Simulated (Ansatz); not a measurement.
# C3H4N2: how energies converge with the basis set

One table from this session's results is given with a row withheld; the runs are named, their logs left out.

Program: Ansatz 0.2.0, Gaussian basis. Level of theory: one geometry, several basis sets. These are calculated values, not measurements.

Plan: PBE0-D4/def2-SVP; ωB97M-V/def2-SVP; PBE0-D4/def2-QZVPP; ωB97M-V/def2-QZVPP; the functionals' def2-TZVPP values are taken from earlier runs.

## The relaxed structure

All runs share one geometry, relaxed beforehand with PBE0-D4 in a triple-zeta def2 set.

SMILES `CN=C=C=N`, 9 atoms, charge 0, spin multiplicity 1.

Atoms are counted from 1 here; the program's logs count them from 0.

Bond lengths: C1–N2 1.448 Å, C1–H6 1.094 Å, C1–H7 1.093 Å, C1–H8 1.093 Å, N2–C3 1.235 Å, C3–C4 1.285 Å, C4–N5 1.238 Å, N5–H9 1.023 Å. Angles: N2–C1–H6 113.8°, N2–C1–H7 108.1°, N2–C1–H8 108.1°, H6–C1–H7 109.9°, H6–C1–H8 109.9°, H7–C1–H8 106.8°, C1–N2–C3 120.0°, N2–C3–C4 163.3°, C3–C4–N5 163.2°, C4–N5–H9 112.7°.

Set-up of the first run:

File in.yaml:

```yaml
crystal:
  periodic: [false, false, false]
  atoms:
    - {symbol: C, position_ang: [0.513219, -1.615783, -0.644329]}
    - {symbol: N, position_ang: [0.904885, -0.410403, 0.055827]}
    - {symbol: C, position_ang: [0.076452, 0.483641, 0.255561]}
    - {symbol: C, position_ang: [-0.491373, 1.575263, 0.626404]}
    - {symbol: N, position_ang: [-1.324006, 2.470035, 0.825394]}
    - {symbol: H, position_ang: [-0.536745, -1.626777, -0.950194]}
    - {symbol: H, position_ang: [0.720524, -2.468932, 0.006640]}
    - {symbol: H, position_ang: [1.157469, -1.723896, -1.520577]}
    - {symbol: H, position_ang: [-0.931926, 3.270553, 1.328173]}
basis:
  gaussian: {orbitals: def2-SVP}
hamiltonian: {xc: pbe0, dispersion: d4}
output: {orbitals: {seedname: orbitals}}
```

Launch:

```sh
ansatz run in.yaml --threads 2 --pin off --events-out ev --progress --plain --max-ram 4352MiB
```

Steps of the session up to this table: PBE0-D4 in def2-SVP; ωB97M-V in def2-SVP; PBE0-D4 in def2-QZVPP; ωB97M-V in def2-QZVPP.

One table of the session follows, with a row left open; its other results are not shown here.

It belongs to the step «Functionals by basis». 

```
functional       basis  HOMO (eV)  LUMO (eV)
   PBE0-D4    def2-SVP      -5.91      -2.30
   PBE0-D4  def2-TZVPP      -6.08      -2.46
   PBE0-D4  def2-QZVPP          ?          ?
   ωB97M-V    def2-SVP      -8.05      -0.03
   ωB97M-V  def2-TZVPP      -8.25      -0.25
   ωB97M-V  def2-QZVPP      -8.29      -0.31
```

**Question.** Estimate the row for PBE0-D4, def2-QZVPP.

**Answer.** HOMO (eV): -6.12; LUMO (eV): -2.51. In the column «HOMO (eV)» it lies between ωB97M-V, def2-SVP (-8.05) and PBE0-D4, def2-TZVPP (-6.08).
